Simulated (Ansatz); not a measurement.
**CH₆Si, singlet: CASSCF and its corrections**

Calculated in Ansatz's Gaussian-basis code. Basis cc-pVDZ on C/H, cc-pV(D+d)Z on Si, nonrelativistic, 6 orbitals frozen in the corrections. State-specific CASSCF; RHF is the lowest restricted (open-shell) Hartree–Fock solution met. Single-reference values can break down or jump between states where bonds are stretched. No symmetry is imposed, so a solution can break that of the shape. Lower solutions, or ones in other orbitals, may exist.

Geometry:

```xyz
8

C     0.0000    0.0000   -1.7362
Si    0.0000    0.0000    0.8960
H     0.0000   -1.0198   -2.1281
H    -0.8831    0.5099   -2.1281
H     0.8831    0.5099   -2.1281
H     0.0000    1.3912    1.4190
H    -1.2048   -0.6956    1.4190
H     1.2048   -0.6956    1.4190
```

Q: What do CASSCF and its corrections give against RHF in CAS(2,2), and what are the occupations?

A: CASSCF -0.839 eV, SC-NEVPT2 -7.268 eV; occupations 1.90, 0.10.

Q: How do single-reference totals in the same basis and frozen core stand against SC-NEVPT2 in CAS(2,2)?

A: CCSD(T) -1.419 eV. Coupled cluster stands on the determinant that it favours, which can lie over the RHF solution above, and is in doubt where the occupations are far from 0, 1 and 2.
